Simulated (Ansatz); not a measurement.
Two structures of SiH6O2, closed shell, reached by relaxing down either side of one saddle point (PBE0-D4/def2-TZVP). Energies are electronic, without zero-point energy. Ansatz 0.2.0; basis: def2-TZVPP and def2-QZVPP; cores frozen in the correlated methods. Extrapolation: Hartree–Fock as exp(−7.88 √X), correlation as X^−2.97. First:

Si1  (-0.813, -0.441, -0.236)
O2  (0.814, -0.289, -0.130)
H3  (-1.204, -1.799, -0.711)
H4  (-1.293, -0.180, 1.135)
O5  (-1.444, 0.657, -1.284)
H6  (2.106, 0.876, 1.809)
H7  (2.487, 1.219, 2.353)
H8  (1.330, -0.368, -0.934)
H9  (-1.982, 0.324, -2.003)
(Å)

Second:

```xyz
9
angstrom
Si -0.6247 0.4153 -0.0850
O 1.6577 -1.2665 0.3611
H -0.4354 -0.4652 -1.2682
H -0.8947 -0.4062 1.1223
O -1.8850 1.4573 -0.3561
H 2.2123 -0.8786 1.0424
H 0.5366 1.3123 0.1108
H 2.1848 -1.2399 -0.4412
H -2.7515 1.0716 -0.4861
```

**Question.** Which bonds change from the first to the second?

**Answer.** SiH₄O₂ ([OH][SiH2][OH]) + H₂ → SiH₄O ([OH][SiH3]) + H₂O; bonds formed: Si1–H7, O2–H6; bonds broken: Si1–O2, H6–H7.

**Question.** Give the saddle point's structure and its height above each. (To be estimated.)

**Answer.** Computed: 239.0 kJ/mol above the first and 158.9 kJ/mol above the second (CCSD(T) at an estimated basis limit (MP2 extrapolated from triple and quadruple zeta, plus CCSD(T) − MP2 in triple zeta)).
```
9
angstrom
Si -0.4410 -0.0925 0.2378
O 1.2707 -0.8213 0.0530
H -0.9963 -1.1494 -0.6863
H -1.0512 -0.4534 1.5413
O -0.9124 1.2637 -0.5891
H 1.3871 0.1815 0.5518
H 0.6701 0.9341 1.0323
H 1.6054 -0.9269 -0.8457
H -1.5324 1.0641 -1.2951
```

The T1 diagnostic stays at or below 0.012.

Labels in which every atom is bracketed show which atoms are joined, not bond orders.

For scale, one of the runs: CCSD(T)/def2-TZVPP, 188 basis functions, launched by `ansatz run in.yaml --threads 2 --pin off --events-out ev --progress --plain --max-ram 4352MiB`. Time: 46 s of wall clock on 2 CPU threads; the host was shared. Peak host memory: 2 GiB.
